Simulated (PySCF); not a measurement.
Delta-SCF ions had no search for a lower state. Excitations are Tamm–Dancoff values on a coarser integration grid. The basis has no diffuse functions, so Rydberg states are missing or too high.

# C2H2, SMILES `C#C` (charge 0, multiplicity 1)

Level of theory: PySCF 2.14.0 with PBE-D3(BJ)/def2-TZVP // PBE0-D4/def2-TZVP.

```yaml
HOMO: -7.17 eV
dipole_moment: 0.00 D
HOMO–LUMO gap: 6.99 eV
LUMO: -0.18 eV
S1 excitation (TDA): 6.99 eV
S1 oscillator strength: 0.000
vertical ionisation energy (Delta-SCF): 11.42 eV
adiabatic ionisation energy (no zero-point term): 11.25 eV
hole reorganisation energy (four-point): 0.229 eV
total_energy: -77.2523 Ha
cost: roughly 24 core-seconds
```

Bond lengths (Å): C1–C2 1.197, C1–H3 1.065, C2–H4 1.065. Angles (°): C2–C1–H3 180.0, C1–C2–H4 180.0.
